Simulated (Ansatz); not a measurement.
# AlH3O2: the cost of one run

The runs use Ansatz 0.2.0, Gaussian basis; PBE0-D4, def2-SVP first, then def2-TZVP.

114 further runs of the same task are left out: 114 set aside as unsound or not needed.

## Step 1: The starting structure

The guess: 6 atoms, charge 0, spin multiplicity 1.

Atoms are counted from 1 here; the program's logs count them from 0.

Bond lengths: Al1–O4 1.652 Å, O2–H5 0.971 Å, O4–H6 0.948 Å. Angles: Al1–O4–H6 179.7°.

As a file:

```
Al   -0.61970   -0.14460    0.31700
O     1.47490   -0.74520    0.20080
H     0.75470   -1.06870   -0.80500
O    -1.70860    1.07240    0.06580
H     2.43080   -0.88620    0.29460
H    -2.33220    1.77230   -0.07320
```

Distances that are to change: O2–H3 1.28 Å, Al1–O2 2.18 Å, Al1–H3 2.00 Å.

## Step 2: Constrained relaxation of the guess

File hold/in.yaml:

```yaml
crystal:
  periodic: [false, false, false]
  atoms:
    - {symbol: Al, position_ang: [-0.619700, -0.144600, 0.317000]}
    - {symbol: O, position_ang: [1.474900, -0.745200, 0.200800]}
    - {symbol: H, position_ang: [0.754700, -1.068700, -0.805000]}
    - {symbol: O, position_ang: [-1.708600, 1.072400, 0.065800]}
    - {symbol: H, position_ang: [2.430800, -0.886200, 0.294600]}
    - {symbol: H, position_ang: [-2.332200, 1.772300, -0.073200]}
basis:
  gaussian: {orbitals: def2-SVP}
hamiltonian: {xc: pbe0, dispersion: d4}
relax: {f_tol: 0.08, max_steps: 120, escape_saddle: false, constraints: [{distance: [1, 2]}, {distance: [0, 1]}, {distance: [0, 2]}]}
```

Launch:

```console
> ansatz run in.yaml --threads 2 --pin off --events-out ev --progress --plain --max-ram 4352MiB
```

**Question.** How long does this run take on 2 threads of Intel Xeon Platinum 8259CL at 2.50GHz, shared host?

About 22 s.
